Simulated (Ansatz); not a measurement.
Results of PBEsol in Ansatz (plane waves, PAW) for fcc Sr.

Numerical settings: plane-wave cutoff 520 eV, 18×18×18 k mesh, Fermi–Dirac smearing 0.036 eV (set by the program), scalar-relativistic PAW data made under PBE.

Computed at the level's own relaxed cell.

Q: What does this level give for the Poisson ratio, elastic constant C12, Young modulus, Voigt–Reuss–Hill bulk modulus, Voigt–Reuss–Hill shear modulus (Hill average), elastic constant C11 and elastic constant C44?

A: 
- Poisson ratio: 0.274
- elastic constant C12: 10.7 GPa
- Young modulus: 16.7 GPa
- Voigt–Reuss–Hill bulk modulus: 12.3 GPa
- Voigt–Reuss–Hill shear modulus (Hill average): 6.57 GPa
- elastic constant C11: 15.6 GPa
- elastic constant C44: 12.4 GPa

Measured, for comparison: elastic constant C11 15 GPa (temperature not stated, not corrected to a static lattice; as tabulated in Mehl and Papaconstantopoulos (1996), arXiv:mtrl-th/9602003). Computed (rounded) less measured: elastic constant C11 +4 %. A static lattice is as a rule a little smaller and stiffer than an uncorrected measurement, which narrows the difference in the elastic constant C11 and would widen misses of the other sign.

Elastic constants are with the ions relaxed.

Computed values are for the static lattice.

Computing time: around 5 core-minutes (rough).

Ansatz is a quantum-chemistry and plane-wave program.
